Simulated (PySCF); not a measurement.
Structure problem from calculated spectra and properties.

Formula: C4H6N2.

| Property | Result |
| --- | --- |
| Rotational structure | rotational constants A, B, C: 5.785, 3.254, 2.160 GHz [GFN2-xTB] |
| 1H NMR | chemical shifts (computed TMS as zero) by class: 8.84 (1 H), 7.99 (1 H), 7.37 (1 H), 6.28 (1 H), 6.21 (1 H), 5.96 (1 H) ppm [GIAO PBE0/pcSseg-1] |
| UV, first state | lowest singlet excitation: 4.57 eV (271 nm, f = 0.011) [TDDFT wB97X-D/def2-SVPD] |
| 13C NMR | chemical shifts (computed TMS as zero) by class: 174.2 (1 C), 156.9 (1 C), 140.9 (1 C), 132.7 (1 C) ppm [GIAO PBE0/pcSseg-1] |
| Polarisability | 65.7 au [wB97X-D/def2-SVPD] |
| Couplings | largest of the computed one-bond spin–spin couplings (means over like bonds): 13C–1H +186.8, 13C–1H +169.0, 13C–1H +168.2, 13C–1H +164.3, 13C–1H +163.2, 13C–13C +76.3, 13C–13C +61.5, 15N–1H -54.8 Hz [B3LYP/pcJ-1, spin–dipole term left out for some pairs] |

The electronic properties come from PySCF, for the isolated species, density fitting. Levels stand in brackets. One conformer (not necessarily the lowest) at the GFN2-xTB geometry, without solvent, vibrations or thermal averaging. NMR values are class means; diastereotopic atoms form classes of their own.

**Question.** Propose a structure and show how it fits.

**Answer.** Numbering: `[H]/[N:4]=[C:3](\[CH:2]=[CH2:1])[N:5]=[CH2:6]`. Its formula, C4H6N2, gives 3 degrees of unsaturation: 0 rings and 3 π bonds in the structure found. 4 carbons fall into 4 classes; from least to most shielded: C=N carbon [C3] (174.2 ppm), imine carbon [C6] (156.9 ppm), alkene CH carbon [C2] (140.9 ppm), terminal =CH2 carbon [C1] (132.7 ppm). Hydrogen classes from least to most shielded: 1 H on a C=N nitrogen, N4 (8.84 ppm), 1 H on an imine carbon, C6 (7.99 ppm), 1 H on an imine carbon, C6 (7.37 ppm), 1 H on a terminal =CH2 carbon, C1 (6.28 ppm), 1 H on an alkene CH carbon, C2 (6.21 ppm), 1 H on a terminal =CH2 carbon, C1 (5.96 ppm). The couplings run between: +186.8 Hz, imine carbon [C6] and its hydrogen; +169.0 Hz, imine carbon [C6] and its hydrogen; +168.2 Hz, terminal =CH2 carbon [C1] and its hydrogen; +164.3 Hz, terminal =CH2 carbon [C1] and its hydrogen; +163.2 Hz, alkene CH carbon [C2] and its hydrogen; +76.3 Hz, terminal =CH2 carbon [C1] and alkene CH carbon [C2]; +61.5 Hz, alkene CH carbon [C2] and C=N carbon [C3]; -54.8 Hz, C=N nitrogen [N4] and its hydrogen. The optimised geometry has point group C1 and is an asymmetric top. Structure: `C(=N/[H])(/C=C)N=C`. Computed isomers that give other values at the same levels: `C#CCNN=C` (13C chemical shifts (computed TMS as zero) by class: 115.3 (1 C), 84.9 (1 C), 79.5 (1 C), 43.5 (1 C) ppm); `C=C/N=C\N=C` (13C chemical shifts (computed TMS as zero) by class: 158.0 (1 C), 152.1 (1 C), 142.9 (1 C), 122.7 (1 C) ppm); `[H]/N=C\C(C=C)=N\[H]` (13C chemical shifts (computed TMS as zero) by class: 169.3 (1 C), 162.2 (1 C), 137.0 (1 C), 132.2 (1 C) ppm). The assignments are read from this structure; whether some other isomer fits the data as well wasn't checked.

Conformer computed: `[H]/[N:4]=[C:3](\[CH:2]=[CH2:1])[N:5]=[CH2:6]`: C1–C2–C3–N4 -169°, C2–C3–N5–C6 130°.
